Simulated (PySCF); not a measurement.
Gas-phase reaction: 2 SiH2F + SiOF2 + 4 OH → 2 SiF2(OH)2 + H3SiOH

Energies from PySCF (xtb for GFN2), thermal terms from the rigid-rotor harmonic-oscillator model, ideal gas at 1 bar. † marks an energy on the PBE0/def2-TZVP geometry and frequencies; other levels use their own. CCSD(T) freezes the core. Open shells (unrestricted): SiH2F (multiplicity 2), OH (multiplicity 2); the rest are closed-shell singlets. GFN2 has no spin-polarisation term. Spin-orbit splitting is ignored; it lowers the true energy and changes the entropy of OH. B3LYP is the form with VWN-RPA correlation. SiH2F, SiOF2, SiF2(OH)2, H3SiOH: computed as isolated molecules; such fragments, hydroxides, amides, oligomers or adducts are transient or little studied in the gas. CCSD(T) isn't extrapolated to the basis-set limit.

| level | ΔH°(298 K), kJ |
|---|---|
| B3LYP/def2-TZVP† | -2011 |
| CCSD(T)/def2-TZVPP† | (withheld) |
| GFN2-xTB | (withheld) |
| HF/def2-TZVP† | -1659 |
| PBE/def2-SVP | -2047 |
| PBE0/def2-QZVP† | (withheld) |
| ωB97M-V/def2-TZVP† | -2120 |

Fill in the missing entries.


- CCSD(T)/def2-TZVPP†, ΔH°(298 K), kJ: -2087
- GFN2-xTB, ΔH°(298 K), kJ: -2382
- PBE0/def2-QZVP†, ΔH°(298 K), kJ: -2049
